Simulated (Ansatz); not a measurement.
BN (zinc blende): values from a third-order Birch-Murnaghan fit to a volume scan beside measured ones. Computed values: r2SCAN (plane waves to 500 eV, PAW, scalar-relativistic; Ansatz, a program for electronic structure). BN was relaxed with its symmetry unable to fall.

| quantity | reference | kind | r2SCAN | difference |
|---|---|---|---|---|
| Lattice constant a (Å) | 3.593 | measured, corrected to the static lattice | 3.610 | +0.5 % |
| Bulk modulus B₀ (GPa) | 410.2 | measured, corrected to the static lattice | 391 | -4.6 % |

r2SCAN overestimates the lattice constant a by 0.5 %. For the bulk modulus B₀ it lies within 5.3 % of the reference.

References as given in: Tamar Goldzak, Xiao Wang, Hong-Zhou Ye et al., The Journal of Chemical Physics (2022), arXiv:2208.04865; Daniel Mejia-Rodriguez, S. B. Trickey, Physical Review B (2018), arXiv:1807.09216.

(Under strain, the slope of the energy per volume gives the stress and its curvature an elastic modulus.)
